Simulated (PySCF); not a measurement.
C3H5N3.
Numbering: `[CH3:1][n:2]1[cH:3][cH:4][n:5][n:6]1` (hydrogens: H7, H8, H9 on C1; H10 on C3; H11 on C4)

Cartesian coordinates in Å at the PBE0-D3(BJ)/def2-SVP level; atoms count from 1:
```xyz
11
C3H5N3 angstrom
C     -1.4906   -0.0037    0.7289
N     -0.2177   -0.1917    0.0828
C      0.7413    0.7208   -0.1953
C      1.7107   -0.0109   -0.8452
N      1.2912   -1.2967   -0.9224
N      0.1327   -1.3975   -0.3651
H     -1.3644    0.5334    1.6789
H     -2.1826    0.5561    0.0824
H     -1.9049   -0.9997    0.9243
H      0.6591    1.7677    0.0839
H      2.6683    0.3099   -1.2496
```

Method used: core-valence-separated Tamm–Dancoff BHandHLYP/aug-pcX-1 (pcseg-1 on H) in PySCF, non-relativistic, gas phase, PBE0-D3(BJ)/def2-SVP geometry.

Computed carbon K-edge spectrum, Gaussian lines of 0.4 eV full width, highest printed point 100; it ends one width below the last computed root. Absolute energies from this functional tend to lie a few eV below measured edges; no shift was applied.

```
photon energy (eV)  absorption
             283.7           2
             283.8           7
             283.9          24
             284.0          54
             284.1          87
             284.2         100
             284.3          82
             284.4          48
             284.5          20
             284.6           6
             284.7           1
             284.8           0
             284.9           0
             285.0           0
             285.1           0
             285.2           0
             285.3           0
             285.4           0
             285.5           0
             285.6           0
             285.7           0
             285.8           1
             285.9           1
             286.0           1
             286.1           1
             286.2           2
             286.3           6
             286.4          15
             286.5          27
             286.6          40
             286.7          46
             286.8          42
             286.9          29
             287.0          16
             287.1           8
             287.2           6
             287.3          12
             287.4          26
             287.5          41
             287.6          49
             287.7          42
             287.8          28
```

Assign the maxima to core holes.

3 maxima:
- 284.2 eV: C4 (aromatic CH next to a ring nitrogen), 284.21 eV, f = 0.082, 1s→π*, 67 % of the height at the exact maximum; C3 (aromatic CH next to a ring nitrogen), 284.16 eV, f = 0.042, 1s→π*, 33 % of the height at the exact maximum
- 286.7 eV: C3 (aromatic CH next to a ring nitrogen), 286.70 eV, f = 0.019, 33 % of the height at the exact maximum; C1 (N-methyl carbon), 286.71 eV, f = 0.016, 28 % of the height at the exact maximum; C1 (N-methyl carbon), 286.84 eV, f = 0.017, 23 % of the height at the exact maximum; C4 (aromatic CH next to a ring nitrogen), 286.55 eV, f = 0.015, 17 % of the height at the exact maximum
- 287.6 eV: C1 (N-methyl carbon), 287.56 eV, f = 0.029, 47 % of the height at the exact maximum; C1 (N-methyl carbon), 287.64 eV, f = 0.028, 46 % of the height at the exact maximum

Roots within 0.03 eV on the same or equivalent atoms count as one line; shares under 12 % aren't listed.

Vibrational structure and lifetime widths aren't in the curve. The ionisation threshold wasn't computed; near and above it a finite basis only mimics Rydberg series and continuum.
